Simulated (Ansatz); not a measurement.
Geometry optimisation, RKS PBE0/STO-3G (Ansatz 0.2.0).

input.yaml

```yaml
crystal:
  periodic: [false, false, false]
  atoms:
    - { symbol: C, position_ang: [-1.1584, 0.5135, 0.5933] }
    - { symbol: C, position_ang: [0.077, 0.0457, 0.0066] }
    - { symbol: O, position_ang: [1.1628, 0.8479, 0.1916] }
    - { symbol: C, position_ang: [0.2415, -1.1005, -0.6659] }
    - { symbol: S, position_ang: [1.6485, -1.7189, -1.3477] }
    - { symbol: H, position_ang: [-2.0432, -0.1055, 0.3861] }
    - { symbol: H, position_ang: [-1.0885, 0.6803, 1.6697] }
    - { symbol: H, position_ang: [-1.4171, 1.5481, 0.1383] }
    - { symbol: H, position_ang: [0.9322, 1.6527, 0.7501] }
    - { symbol: H, position_ang: [-0.7121, -1.7253, -0.7866] }
    - { symbol: H, position_ang: [1.03466, -2.81318, -1.85821] }
basis:
  gaussian: { orbitals: STO-3G }
hamiltonian:
  xc: pbe0
relax:
  f_tol: 0.015
  max_steps: 40
```

Run as:

```bash
$ ansatz run input.yaml --threads 1 --pin off --max-ram 2048MiB --backend cpu --events-out ev --progress --plain --runs-dir out
```

Question: Where does it end, and by what steps?

Answer: The run converged. Limits of this set-up: minimal basis. After 5 steps the energy has fallen by 0.570 eV; O3 moved furthest, 0.10 Å.

```csv
step,energy less start (eV),largest force component (eV/Å),accepted
0,0.0000,4.909,yes
1,-0.4970,1.750,yes
2,-0.5653,0.265,yes
3,-0.5684,0.068,yes
4,-0.5695,0.031,yes
5,-0.5697,0.014,yes
```

```xyz
11
Properties=species:S:1:pos:R:3
C -1.209 0.580 0.606
C 0.091 0.048 0.006
O 1.262 0.825 0.178
C 0.172 -1.116 -0.669
S 1.683 -1.728 -1.356
H -2.035 -0.110 0.396
H -1.126 0.695 1.698
H -1.468 1.563 0.182
H 0.929 1.624 0.711
H -0.729 -1.716 -0.800
H 1.108 -2.840 -1.875
```

Whether the end is a true minimum wasn't checked by a vibrational analysis.

Time of the run: 17 s on 1 thread of Intel(R) Xeon(R) Platinum 8259CL CPU @ 2.50GHz (Skylake/Cascade Lake), on a shared host, peak memory 0.14 GiB.
